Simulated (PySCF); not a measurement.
**How far are cheaper levels from CCSD(T)/CBS for Si2?**

PySCF; the state is a triplet (π ↑↑). The composite is CCSD(T) extrapolated to the basis-set limit from two correlation-consistent sets, with core-valence (CV) and scalar-relativistic (SR) terms as its label shows; it has no spin–orbit coupling and nothing beyond (T). Here it is CCSD(T)/CBS(TQ)+CV+SR. It gives Re = 2.243 Å, ωe = 519 cm⁻¹ and De = 3.30 eV to Si + Si.

```
      level        basis     relativity  Re (Å)  ωe (cm⁻¹)  De (eV)
    UHF-MP2  def2-TZVPPD  no relativity   2.250        522     3.07
UHF-SCS-MP2      pcseg-1  no relativity   2.257        516     2.36
UHF-SCS-MP2  def2-TZVPPD  no relativity   2.242        534     2.92
   UHF-CCSD      pcseg-1  no relativity   2.265        511     2.48
      B3LYP      pcseg-1  no relativity   2.287        485     3.05
       PBE0      pcseg-1  no relativity   2.268        507     3.13
    r²SCAN0  def2-TZVPPD  no relativity   2.240        534     3.24
    LC-ωPBE  def2-TZVPPD  no relativity   2.205        576     3.08
    ωB97X-V   def2-TZVPP  no relativity   2.227        556     3.25
     B2PLYP   def2-TZVPP  no relativity   2.261        505     3.17
```

Problem. Give the difference of each row from the composite.

Solution. 

```csv
level,basis,ΔRe (pm),Δωe (%),ΔDe (eV)
UHF-MP2,def2-TZVPPD,+0.7,+0.6,-0.23
UHF-SCS-MP2,pcseg-1,+1.4,-0.6,-0.94
UHF-SCS-MP2,def2-TZVPPD,-0.1,+2.9,-0.38
UHF-CCSD,pcseg-1,+2.2,-1.5,-0.82
B3LYP,pcseg-1,+4.4,-6.6,-0.25
PBE0,pcseg-1,+2.5,-2.3,-0.17
r²SCAN0,def2-TZVPPD,-0.3,+2.9,-0.06
LC-ωPBE,def2-TZVPPD,-3.8,+11.0,-0.22
ωB97X-V,def2-TZVPP,-1.6,+7.1,-0.05
B2PLYP,def2-TZVPP,+1.8,-2.7,-0.13
```

Problem. Which rows come closest in De?

Solution. r²SCAN0 in def2-TZVPPD (-0.06 eV); ωB97X-V in def2-TZVPP (-0.05 eV), counted from the composite.

Correlated steps freeze 10 core orbitals. Correlated levels converge slowly with the basis: in double zeta they bind strong bonds too weakly, by up to about 1 eV, and carry superposition errors of some tenths. B2PLYP dipoles, levels and charges come from its SCF part alone. The state was picked by a PBE0 search and need not be the measured ground state.
